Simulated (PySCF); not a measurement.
Stretching P₂⁺

Set-up: P def2-TZVPPD; no relativity (PySCF 2.14). Energies in eV from P⁺ + P in their ground configurations at the same level. State: ²Πu (doublet), unpaired electrons π ↑.

| R (Å) | PBE0 | B97-3 |
| --- | --- | --- |
| 1.693 | -3.306 | -3.500 |
| 1.772 | -4.260 | -4.463 |
| 1.851 | -4.786 | -4.997 |
| 1.910 | -4.971 | -5.189 |
| 1.969 | -5.022 | -5.247 |
| 2.028 | -4.969 | -5.200 |
| 2.107 | -4.778 | -5.019 |
| 2.205 | -4.406 | -4.660 |
| 2.323 | -3.847 | -4.118 |
| 2.481 | -3.019 | -3.312 |

Q: Put a parabola through the three lowest points of the PBE0 curve and estimate Re, k and ωe (reduced mass 15.49 u; 1 eV/Å² = 0.16022 mdyn/Å; ωe = 1302.8·√(k/μ) cm⁻¹).

A: Through R = 1.91, 1.969, 2.028 Å the second-order coefficient is 14.9 eV/Å², so Re ≈ 1.968 Å, k ≈ 4.79 mdyn/Å and ωe ≈ 724 cm⁻¹. A polynomial fit of higher order to the unrounded PBE0 energies gives Re = 1.966 Å, k = 4.83 mdyn/Å, ωe = 728 cm⁻¹; anharmonicity and rounding make the difference.

The higher-order fit for each curve: PBE0: Re = 1.966 Å, ωe = 728 cm⁻¹, De = 5.02 eV; B97-3: Re = 1.970 Å, ωe = 721 cm⁻¹, De = 5.25 eV.

The state was picked by a PBE0 search and need not be the measured ground state.
